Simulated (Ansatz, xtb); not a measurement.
# Relaxing a trial structure of C4H5+

The starting geometry of this gas-phase singlet was built from a drawn formula by distance geometry and a force field; its bonds are those of `C[C@@H]1[C+]=C1`.

```json
{"atom": "C", "x (Å)": "-2.5954", "y (Å)": "0.0567", "z (Å)": "0.2344"}
{"atom": "C", "x (Å)": "-2.0558", "y (Å)": "1.4114", "z (Å)": "0.2817"}
{"atom": "C", "x (Å)": "-0.8129", "y (Å)": "1.7200", "z (Å)": "-0.1791"}
{"atom": "C", "x (Å)": "-0.8402", "y (Å)": "1.7759", "z (Å)": "1.1056"}
{"atom": "H", "x (Å)": "-3.2084", "y (Å)": "-0.1685", "z (Å)": "1.1059"}
{"atom": "H", "x (Å)": "-1.7796", "y (Å)": "-0.7248", "z (Å)": "0.2600"}
{"atom": "H", "x (Å)": "-3.1753", "y (Å)": "-0.1136", "z (Å)": "-0.6682"}
{"atom": "H", "x (Å)": "-2.8697", "y (Å)": "2.2003", "z (Å)": "0.2756"}
{"atom": "H", "x (Å)": "-0.3601", "y (Å)": "1.0573", "z (Å)": "1.7596"}
```

**Question.** Predict what it relaxes into with r2SCAN-D4/def2-SVP.

**Answer.** A bond breaks, leaving `[CH+]=C=CC`. Contacts that open: C2–C4 (1.51 → 2.60 Å).

The energy falls by 4.01 eV over 19 steps:

| step | E − E(last) (eV) |
| --- | --- |
| 1 | 4.014 |
| 3 | 2.147 |
| 5 | 1.232 |
| 7 | 0.648 |
| 9 | 0.241 |
| 11 | 0.114 |
| 13 | 0.006 |
| 15 | 0.000 |
| 17 | 0.000 |
| 19 | 0.000 |

Final geometry (Å):

```yaml
atoms:
  - { symbol: C, position_ang: [-2.8747, -0.0967, 0.0284] }
  - { symbol: C, position_ang: [-2.3599, 1.2235, 0.3204] }
  - { symbol: C, position_ang: [-1.1290, 1.4953, 0.8575] }
  - { symbol: C, position_ang: [-0.0270, 1.7560, 1.3397] }
  - { symbol: H, position_ang: [-3.8581, -0.2020, 0.5394] }
  - { symbol: H, position_ang: [-2.2019, -0.9275, 0.2669] }
  - { symbol: H, position_ang: [-3.1898, -0.1137, -1.0392] }
  - { symbol: H, position_ang: [-3.0006, 2.0948, 0.0981] }
  - { symbol: H, position_ang: [0.9437, 1.9849, 1.7643] }
```

From the same start GFN2-xTB reaches the same bonding as this run.

The end wasn't checked by frequencies. Run with Ansatz 0.2.0, 24 s on 2 threads of Intel(R) Xeon(R) Processor @ 2.70GHz (shared host).
